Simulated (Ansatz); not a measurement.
# BO, sextet: the ladder up to full CI

Geometry: that of the BO, quartet, kept fixed. The quartet lies 6.4 eV lower here.

```yaml
atoms:
  - { symbol: B, position_ang: [0.0000, 0.0000, 0.0000] }
  - { symbol: O, position_ang: [0.0000, 0.0000, 1.4032] }
```

Basis 6-31G; Ansatz 0.2.0. Only valence electrons are correlated (noble-gas cores frozen), which leaves 9 electrons in 16 orbitals. Prefix R: restricted or restricted open-shell reference; prefix U: unrestricted. Active spaces: valence = (9e, 8o) chosen from the atoms' valence shells.

Full CI is exact within this basis and frozen core; it isn't the basis-set limit. The frozen core follows each run's orbitals, which can shift R against U totals by a few meV.

For open shells CISD and CISDTQ are restricted-active-space CI with the open shells as a complete middle space.

```
UHF ⟨S²⟩                          : 8.755
T1 diagnostic (RCCSD)             : 0.0119
largest doubles amplitude (RCCSD) : 0.049
T1 diagnostic (UCCSD)             : 0.0062
```

```tsv
level	E − E(full CI) (kcal/mol)	share of correlation (%)	wall time
RHF	47.73	0.00	–
UHF	45.60	4.46	–
RMP2	9.21	80.71	–
UMP2	8.75	81.68	–
CISD	1.32	97.23	0.6 s
RCCSD	0.60	98.74	–
UCCSD	0.56	98.84	–
RCCSD(T)	0.13	99.74	0.45 s
UCCSD(T)	0.09	99.82	0.45 s
BCCD(T)	0.13	99.72	0.45 s
RCCSDT	0.00	100.01	–
UCCSDT	-0.04	100.09	–
CISDTQ	0.02	99.95	4.4 s
RCCSDT(Q)	-0.01	100.01	2.1 s
UCCSDT(Q)	-0.05	100.10	1.9 s
RCCSDTQ	-0.01	100.02	16 s
UCCSDTQ	-0.05	100.10	16 s
CASSCF (valence space)	36.96	22.55	–
NEVPT2 (valence space)	8.92	81.31	0.21 s
NEVPT4(SD) (valence space)	1.21	97.46	0.78 s
MRCISD (valence space)	1.01	97.89	–
MRCISD+Q (valence space)	0.19	99.61	0.84 s
```

The correlation energy at full CI, counted from RHF, is -2.070 eV. That run took 5.5 s on 1 thread of Arm Neoverse V1, shared host over 344,256 determinants.

Times hold each run's SCF and search for its determinant on a shared host, so for small cases they say little of a method's own cost; they ran on 1 thread of Arm Neoverse V1. Some runs computed forces too.

The full-CI state has the irrep A1 of C2v, in the program's axes (one component, if the state is degenerate).

Natural occupations of full CI about the gap: 1.988 1.977 0.999 0.999 0.998 0.993 0.993 0.019 0.011 0.005; effectively unpaired electrons, Σ n²(2−n)², 5.00.
